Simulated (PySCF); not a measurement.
Spin-rotation constants: `O=[O+][O-]`, O3

Cartesian coordinates in Å; atom numbers follow the order of the lines, from 1:
```xyz
3

O    -0.888   -0.246    0.556
O    -0.015    0.419   -0.009
O     0.915   -0.176   -0.559
```

Method: PySCF 2.14.0, GIAO HSE06/aug-pcSseg-2 magnetisability, rotational g tensor and spin-rotation constants, non-relativistic, gas phase. Geometry: PBE0-D3(BJ)/def2-SVP.

(1) Give the nuclear spin-rotation constants along the inertial axes (H = +C I·J) beside the isotropic shieldings.

Results:

(1) Rotational constants 119.3156, 14.0392, 12.5612 GHz. A star marks the isotopologue with that one atom substituted, in its own axes.
| atom | isotope | Caa (kHz) | Cbb (kHz) | Ccc (kHz) | mean (kHz) | σ (ppm) |
| --- | --- | --- | --- | --- | --- | --- |
| O1 | 17O* | -323.365 | -19.971 | -4.359 | -115.898 | -1447.2 |
| O2 | 17O* | -275.205 | -12.966 | -3.385 | -97.185 | -1061.0 |

For the geometry as given, no vibrational averaging.
